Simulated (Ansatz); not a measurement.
Process, species as SMILES: [C](=C)F → 2 C atom + F atom + 2 H atom
B3LYP-D3(BJ)/def2-TZVP geometries, fixed; electronic energies without zero-point terms.
Largest species:
```
C
C 1 1.3099
F 2 1.3111 1 130.21
H 1 1.0791 2 120.12 3 180.00
H 1 1.0866 4 119.16 2 -180.00
```
Charge 0, spin multiplicity 2.

Basis-set convergence of the atomisation energy at MP2 with Ansatz (a program for electronic structure). Cartesian d functions, on some or all atoms, in 6-31+G*; all else is spherical. Cores are frozen. An unrestricted Hartree-Fock determinant is markedly spin-contaminated. Open shells are unrestricted. No added dispersion term, no relativity. Functions are those of the species that has most. Reference: Hartree-Fock in aug-cc-pVQZ plus the correlation part extrapolated as X^-3 from aug-cc-pVTZ and aug-cc-pVQZ, 459.05 kcal/mol, itself unsure by roughly 1.53 kcal/mol (a third of the extrapolation step and of the last Hartree-Fock step). Deviations are taken from unrounded values.

```tsv
basis	functions	atomisation energy (kcal/mol)	minus reference (kcal/mol)
pcseg-0	31	381.03	-78.02
def2-SV(P)	46	425.14	-33.91
def2-SVP	52	437.46	-21.59
pcseg-1	52	427.65	-31.40
6-31+G*	61	419.79	-39.26
def2-SVPD	79	441.06	-17.99
aug-cc-pVDZ	87	426.30	-32.75
6-311++G(2d,2p)	101	435.97	-23.09
def2-TZVPP	121	447.37	-11.68
def2-TZVPPD	148	448.03	-11.02
6-311++G(3df,3pd)	153	451.16	-7.89
aug-pcseg-2	184	451.14	-7.91
aug-pcseg-3	353	456.69	-2.36
```
